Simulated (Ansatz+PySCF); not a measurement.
Results of a calculation; reference values are marked as such.
Input for PySCF 2.14.0:

```python
from pyscf import gto, scf

mol = gto.M(atom="""
N 0.000000 0.000000 -0.658020
O 0.000000 0.000000 0.575770
""", basis='def2-svp', charge=0, spin=1)
mf = scf.UHF(mol)
mf.init_guess = '1e'
mf.kernel()
while True:  # follow internal instabilities
    mo, _, stable, _ = mf.stability(return_status=True)
    if stable: break
    mf.kernel(mf.make_rdm1(mo, mf.mo_occ))
print(mf.converged, mf.e_tot, mf.spin_square()[0])
```

The script is written out from the run's settings.

The run gave:

```
Converged                       : yes
Total energy                    : -129.12443 hartree
Spin squared of the determinant : 1.168
```

Caution: the unrestricted determinant is spin contaminated.
